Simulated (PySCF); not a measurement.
## From computed data to an observable: oscillator strength and radiative lifetime

thiophene (C₄H₄S), SMILES c1ccsc1.

Geometry optimised at B3LYP-D3(BJ)/def2-SVP.

TDDFT-B3LYP/def2-SVPD run with PySCF puts the first singlet state with f over 0.02 at 5.71 eV (vertical), with the transition dipole (0.000, -0.748, 0.000) in atomic units.

Question: Find the oscillator strength, the wavelength and the radiative lifetime that this transition would have in vacuum if emission retraced absorption.

Answer: 
|μ|² = 0.5595 au, so |μ| = 1.90 D. ΔE = 5.71/27.211 = 0.2098 hartree. f = (2/3) ΔE |μ|² = 0.078 (the program prints 0.078).
λ = 1239.84/5.71 = 217 nm; ν = 46054 cm⁻¹.
Einstein's coefficient A = 0.6670 ν² f s⁻¹ (ν in cm⁻¹) = 1.1e8 s⁻¹, so τ = 1/A = 9.0 ns. This state is S1. The figure is the radiative limit of this one transition; relaxation, internal conversion, crossing to triplets and a medium change what is measured.
